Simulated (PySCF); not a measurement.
Ionisation energy of Cl by level of theory

Cl [Ne] 3s2 3p5 (2P) → Cl+ [Ne] 3s2 3p4 (3P), as a difference of total energies. Computed with PySCF 2.14 in cc-pVDZ-DK (4s3p1d, 18 functions), with the spin-free X2C one-electron Hamiltonian (Gaussian nucleus). Correlated levels: valence: [Ne] frozen. The calculations carry no spin-orbit coupling.

| method | ionisation energy (eV) | error (eV) |
| --- | --- | --- |
| UHF | 11.796 | -1.178 |
| PBE0 | 12.939 | -0.035 |
| B3LYP | 13.015 | +0.041 |
| MP2 (valence) | 12.407 | -0.567 |
| SCS-MP2 (valence) | 12.384 | -0.590 |
| CCSD (valence) | 12.345 | -0.629 |
| CCSD(T) (valence) | 12.347 | -0.627 |

Reference: 12.974 eV (measured; NIST levels, between the centres of gravity of the two terms).

Errors of the correlated levels include the incompleteness of this basis and the frozen core.
